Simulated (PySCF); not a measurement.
# Spin-Hamiltonian simulation

Molecule: `C=CC(F)(F)F`, C3H3F3.

Cartesian coordinates in Å; atom numbers follow the order of the lines, from 1:
```xyz
9

C    -1.3424    0.1049   -0.3248
C    -0.2660    0.3559    0.4132
C     1.0740   -0.2468    0.1383
F     1.0465   -1.1169   -0.8724
F     1.9704    0.6989   -0.1675
F     1.5385   -0.8909    1.2155
H    -2.3044    0.5680   -0.0941
H    -1.2954   -0.5729   -1.1808
H    -0.2885    1.0304    1.2742
```

Isolated molecule, relativity neglected, averaged over atoms made equivalent by symmetry, fast rotation or ring inversion, one computed conformer. GIAO B3LYP/pcSseg-2 shieldings; coordinates at the PBE0-D3(BJ)/def2-SVP level; couplings computed with B3LYP/pcJ-1; PySCF.

Shifts are taken against calculated references (same method and geometry level): TMS for 1H (σref 31.39).

Shifts (ppm): F4/F5/F6 -82.6, H7 5.77, H8 6.15, H9 6.15.
Couplings (Hz): F4–F5, F4–F6, F5–F6: 73.9; F4–H7, F5–H7, F6–H7: 0.3; F4–H8, F5–H8, F6–H8: -2.0; F4–H9, F5–H9, F6–H9: 6.1; H7–H8: 1.3; H7–H9: 12.1; H8–H9: 19.0.

The 6-spin Hamiltonian (Zeeman plus full scalar coupling among like nuclei) was diagonalised exactly; lines are Lorentzian, 0.4 Hz wide, and the maxima above 3 % are listed with the tallest set to 100.

Q: Give the 1H peak list of this spin system at 100 MHz.

A: 
Hz from δ = 0 (height): 630.6 (4), 625.6 (13), 621.2 (41), 618.7 (56), 618.1 (78), 616.8 (19), 616.0 (27), 615.6 (22), 614.2 (26), 613.1 (100), 612.1 (79), 610.1 (66), 606.0 (21), 600.0 (8), 599.5 (6), 596.2 (6), 595.4 (8), 591.6 (6), 587.7 (5), 583.1 (49), 582.6 (50), 579.4 (10), 577.4 (30), 576.6 (28), 574.9 (37), 573.8 (9), 572.6 (8), 569.7 (11), 569.3 (22), 568.8 (20), 568.1 (7)

Q: And at 400 MHz?

A: 
```tsv
Hz	ppm	height
2475.9	6.190	3
2470.1	6.175	14
2465.7	6.164	45
2463.4	6.158	54
2462.5	6.156	98
2461.0	6.152	21
2460.5	6.151	23
2459.9	6.150	20
2459.2	6.148	21
2457.8	6.145	100
2456.8	6.142	59
2454.7	6.137	50
2450.3	6.126	15
2444.3	6.111	4
2435.7	6.089	3
2314.6	5.787	39
2314.3	5.786	39
2311.1	5.778	9
2310.2	5.775	10
2309.0	5.772	31
2308.7	5.772	31
2306.8	5.767	31
2306.6	5.766	31
2305.4	5.764	9
2304.5	5.761	9
2301.2	5.753	32
2300.9	5.752	32
```

Q: Among coupled protons with different shifts, which pair is furthest from first order, and how does the field change that?

A: H8 and H9: Δν/J is about 0.0 at 100 MHz (strongly coupled) and 0.0 at 400 MHz (strongly coupled). J in Hz doesn't depend on the field, while Δν in Hz grows in proportion to it.

Unscaled 3J(H,H) at this level run about 10 % above measured values.
